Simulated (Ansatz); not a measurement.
# UCCSD(T)/STO-3G run of SiH3O (SMILES [O][SiH3])

What is the vertical ionisation energy of SiH3O at UCCSD(T)/STO-3G? 

The results are computed with Ansatz 0.2.0.

65 further runs of the same task are left out: 16 that didn't finish, 49 set aside as unsound or not needed.

### 1 Starting point

The species is SiH3O (5 atoms), meant as a doublet with charge 0. SMILES: `[O][SiH3]`. Geometry: relaxed at GFN2-xTB.

Bond lengths: O1–Si2 1.530 Å, Si2–H3 1.490 Å, Si2–H4 1.494 Å, Si2–H5 1.496 Å. Angles: O1–Si2–H3 115.3°, O1–Si2–H4 114.5°, O1–Si2–H5 114.3°, H3–Si2–H4 104.6°, H3–Si2–H5 104.2°, H4–Si2–H5 102.6°.

### 2 A single-point energy at UCCSD(T)/STO-3G

Input file input.yaml:

```yaml
crystal:
  periodic: [false, false, false]
  atoms:
    - {symbol: O, position_ang: [-1.416610, 0.267850, 0.690210]}
    - {symbol: Si, position_ang: [-0.065850, 0.007840, 0.019870]}
    - {symbol: H, position_ang: [-0.120650, -0.242400, -1.447490]}
    - {symbol: H, position_ang: [0.685890, -1.159260, 0.572930]}
    - {symbol: H, position_ang: [0.917210, 1.125960, 0.164480]}
basis:
  gaussian:
    orbitals: STO-3G
correlation:
  method: ccsd_t
  frozen_orbitals: {H: 0, O: 1, Si: 5}
magnetization:
  spin_polarized: true
  initial_magnetization: 1
scf:
  omitted_lower_state_checks: [cluster_reference, increment]
accuracy: high
```

Launch:

```sh
$ ansatz run input.yaml --threads 1 --pin off --max-ram 2610MiB --events-out events.jsonl --progress --plain --runs-dir runs
```

Output, shortened:

```text
Warning: RAYON_NUM_THREADS=1 ignored (pool sized by the plan → 1); use --threads N
Functional definition: HF
  name "HF"
[...]
290 factors; integrals over basis functions are off by at most 2.8e-8 eV
[...]
mean field -9826.87252622 eV, -361.1309044450 hartree, gradient 3.8e-8 eV, S^2 0.755587; 5 other end points of the search recorded, 0 dependent functions left out
6 core orbitals not correlated: weight in the atoms' cores, before any rotation towards them, 1.000 or more for the frozen orbitals, at most 0.000 for the correlated occupied ones
reference -9826.87252622 eV, -361.1309044450 hartree; 7, 6 occupied and 4, 5 virtual orbitals, 290 factors
second order -1.45793828 eV of doubles, -0.00000000 eV of singles
cycle   1  -1.85404784 eV  change   -4.0e-1 eV  update   5.9e-2
[...]
cycle  34  -2.11724236 eV  change   5.5e-10 eV  update  8.1e-10
perturbative correction -0.03841096 eV, -0.0014115769 hartree
Total energy: -9829.02817954 eV, -361.2101232434 hartree
Checks for a lower state left out: cluster_reference, increment
```

Wall time 0.36 s (1 thread of Arm Neoverse V1, shared host).

### 3 The singlet cation, same level

Input file input.yaml:

```yaml
basis:
  gaussian: {orbitals: STO-3G}
crystal:
  periodic: [false, false, false]
  atoms:
    - {symbol: O, position_ang: [-1.416610, 0.267850, 0.690210]}
    - {symbol: Si, position_ang: [-0.065850, 0.007840, 0.019870]}
    - {symbol: H, position_ang: [-0.120650, -0.242400, -1.447490]}
    - {symbol: H, position_ang: [0.685890, -1.159260, 0.572930]}
    - {symbol: H, position_ang: [0.917210, 1.125960, 0.164480]}
total_charge: 1
correlation: {method: ccsd_t, frozen_orbitals: {H: 0, O: 1, Si: 5}}
accuracy: high
scf: {omitted_lower_state_checks: [cluster_reference, increment]}
```

Launch:

```sh
$ ansatz run input.yaml --threads 1 --pin off --max-ram 2610MiB --events-out events.jsonl --progress --plain --runs-dir runs
```

Output, shortened:

```text
Warning: RAYON_NUM_THREADS=1 ignored (pool sized by the plan → 1); use --threads N
[... 2 set-up lines as earlier in the session ...]
[...]
290 factors; integrals over basis functions are off by at most 2.8e-8 eV
[...]
mean field -9816.00662418 eV, -360.7315899102 hartree, gradient 2.5e-8 eV, S^2 0.000000; 5 other end points of the search recorded, 0 dependent functions left out; unrestricted orbitals would lower it
6 core orbitals not correlated: weight in the atoms' cores, before any rotation towards them, 1.000 or more for the frozen orbitals, at most 0.000 for the correlated occupied ones
reference -9816.00662418 eV, -360.7315899102 hartree; 6, 6 occupied and 5, 5 virtual orbitals, 290 factors
second order -2.27117192 eV of doubles, -0.00000000 eV of singles
cycle   1  -2.78225855 eV  change   -5.1e-1 eV  update   1.4e-1
[...]
cycle  62  -3.73027602 eV  change  -3.1e-10 eV  update  2.2e-10
perturbative correction -0.29465817 eV, -0.0108284882 hartree
Total energy: -9820.03155837 eV, -360.8795035136 hartree
Checks for a lower state left out: cluster_reference, increment
```

It took 0.24 s on 1 thread of Arm Neoverse V1, shared host.

### 4 Outcome

At UCCSD(T)/STO-3G, 6 core orbitals frozen:

```
                                                   quantity          value
                                doublet SiH3O: total energy  -361.21012 Eh
 doublet SiH3O: correlation energy (6 core orbitals frozen)      -79.2 mEh
                              doublet SiH3O: (T) correction      -1.41 mEh
           doublet SiH3O: ⟨S²⟩ of the reference determinant          0.756
                               doublet SiH3O: T1 diagnostic          0.012
                               singlet cation: total energy  -360.87950 Eh
singlet cation: correlation energy (6 core orbitals frozen)     -147.9 mEh
                             singlet cation: (T) correction     -10.83 mEh
                              singlet cation: T1 diagnostic          0.060
         vertical ionisation energy (to the singlet cation)       8.997 eV
```

**Reading.** Removing an electron at fixed nuclei costs 9.00 eV (868 kJ/mol). Only the singlet of the ionised species was computed; a triplet could lie lower. In a minimal basis such a difference can be off by several eV, whatever the method. The triples (doublet SiH3O) make up 1.8 % of the correlation energy. The T1 diagnostic (singlet cation) of 0.060 is above the customary mark for such species, so a single reference may not serve. The restricted solution (singlet cation) is unstable to spin breaking: an unrestricted one lies lower.
